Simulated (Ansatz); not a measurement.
Cost and result for the atomization energy of `B1CO1` (6 atoms, 6 bonds).

Total charge 0; spin multiplicity 1. The structure was optimised at the PBE0-D4/def2-TZVP level. Program: Ansatz. All runs use 2 threads of an Arm Neoverse V1 on a shared host. Times are those of one run each, without the atoms' runs, and a repeat can differ threefold. Electronic energies, without spin–orbit coupling; frozen cores. CCSD(T)/CBS adds CCSD(T) − MP2 in def2-TZVPP to the MP2 limit, and its time is that of the two runs behind it. T1 = 0.016. HSE06 is the plane-wave form, built on full-range PBE exchange.

CCSD(T)/CBS is a level of theory with its own doubt, some kJ/mol a heavy atom from the limit and from the frozen cores, so smaller differences don't rank the functionals.

| level | functions | wall time | atomization (kJ/mol) | difference from CCSD(T)/CBS | per bond |
| --- | --- | --- | --- | --- | --- |
| CCSD(T)/def2-SVP | 57 | 0.65 s | 2260.8 | -100.4 | -16.7 |
| BLYP-D4/def2-TZVPP | 135 | 1.1 s | 2384.7 | 23.5 | 3.9 |
| HSE06-D4/def2-TZVPP | 135 | 1.3 s | 2387.8 | 26.6 | 4.4 |
| CAM-B3LYP-D4/def2-TZVPP | 135 | 1.3 s | 2387.8 | 26.6 | 4.4 |
| B2PLYP/def2-TZVPP | 135 | 1.9 s | 2357.6 | -3.6 | -0.6 |
| PBE-QIDH/def2-TZVPP | 135 | 1.9 s | 2361.6 | 0.4 | 0.1 |
| r2SCANh-D4/def2-TZVPP | 135 | 1.9 s | 2371.6 | 10.4 | 1.7 |
| r2SCAN-D4/def2-TZVPP (with forces) | 135 | 2.2 s | 2392.4 | 31.2 | 5.2 |
| ωB97X-V/def2-TZVPP | 135 | 3.3 s | 2376.2 | 15.0 | 2.5 |
| ωB97M-V/def2-TZVPP (with forces) | 135 | 4.1 s | 2385.5 | 24.3 | 4.1 |
| MP2/def2-QZVPP | 261 | 5.5 s | 2403.1 | 41.9 | 7.0 |
| CCSD(T)/def2-TZVPP | 135 | 8 s | 2302.9 | -58.3 | -9.7 |
| CCSD(T)/CBS(def2) | – | 14 s | 2361.2 | 0.0 | 0.0 |

In def2-TZVPP, CCSD(T) changes the Hartree–Fock value by +585.5 kJ/mol (the triples alone add +40.3 kJ/mol) and MP2 by +651.0 kJ/mol; breaking electron pairs costs correlation energy, which Hartree–Fock lacks. From BLYP to BHLYP (50 % exact exchange), in def2-TZVPP and without D4, the atomization energy moves by −91.5 kJ/mol: exact exchange takes away binding that semilocal exchange gives to molecules. The D4 term adds +9.7 kJ/mol with B3LYP and +4.9 kJ/mol with PBE0; it sums over pairs of atoms, weighted by their polarisabilities, and B3LYP, whose exchange is more repulsive, gets the larger term.

B3LYP here is the variant with VWN-RPA as its local correlation; programs differ in this.
